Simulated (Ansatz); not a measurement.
**Counterpoise correction, worked out**

The pair of NH$_{3}$ (SMILES N, atoms 1–4) and SiNH$_{5}$ (SMILES [SiH3]N, atoms 5–11), both closed shells, in one local arrangement (a lower one may exist), relaxed at PBE0-D4/def2-TZVP:

```
atom    x (Å)    y (Å)    z (Å)
  N1  -0.0681   0.0732  -2.2330
  H2   0.6532  -0.6243  -2.3706
  H3  -0.9538  -0.3625  -2.4609
  H4   0.0904   0.8063  -2.9135
 Si5   0.1691  -0.4660   1.8357
  N6  -0.3508   0.7824   0.7875
  H7  -0.3969  -0.2336   3.1926
  H8  -0.3311  -1.7606   1.2977
  H9   1.6478  -0.6216   2.0142
 H10  -0.2233   0.6632  -0.2158
 H11  -0.2363   1.7433   1.0661
```

Computed with Ansatz 0.2.0 (basis: def2-TZVPPD); correlated methods freeze the cores.

CCSD(T) total energies in eV:

| system | geometry | basis functions | energy |
| --- | --- | --- | --- |
| pair | pair | all | -10972.56272 |
| NH$_{3}$ | as in the pair | all (partner as ghosts) | -1536.87535 |
| SiNH$_{5}$ | as in the pair | all (partner as ghosts) | -9435.50362 |
| NH$_{3}$ | as in the pair | its own | -1536.86039 |
| SiNH$_{5}$ | as in the pair | its own | -9435.49699 |
| NH$_{3}$ | free (PBE0-D4 minimum) | its own | -1536.86077 |
| SiNH$_{5}$ | free (PBE0-D4 minimum) | its own | -9435.50783 |

Work out the interaction energy with and without the counterpoise correction, the superposition error, and the binding energy from the relaxed fragments.

Without correction: -10972.56272 − (-1536.86039) − (-9435.49699) = -0.20534 eV.
With correction (each fragment in the whole basis): -10972.56272 − (-1536.87535) − (-9435.50362) = -0.18375 eV = -4.24 kcal/mol.
The superposition error is the difference, 0.02159 eV, 11 % of the uncorrected value: each fragment borrows its partner's functions.
Deformation from the free shapes: 0.00038 eV for NH$_{3}$ and 0.01084 eV for SiNH$_{5}$.
Binding energy from relaxed fragments: -0.18375 + 0.00038 + 0.01084 = -0.17253 eV = -3.98 kcal/mol (electronic, without zero-point energy; negative means bound). For comparison, the corrected interaction energy by CCSD(T) at an estimated basis limit (MP2 extrapolated from triple and quadruple zeta, plus CCSD(T) − MP2 in triple zeta) is -0.197 eV; triple zeta with the correction binds less.

No T1 diagnostic of these runs exceeds 0.010.

For scale, one of the runs: CCSD(T)/def2-TZVPPD, 258 basis functions, launched by `ansatz run in.yaml --threads 4 --pin off --events-out ev --progress --plain --max-ram 9574MiB`. Hardware: 4 CPU threads of an Arm Neoverse V1, shared host. Wall time 75 s; peak host memory 5.8 GiB.
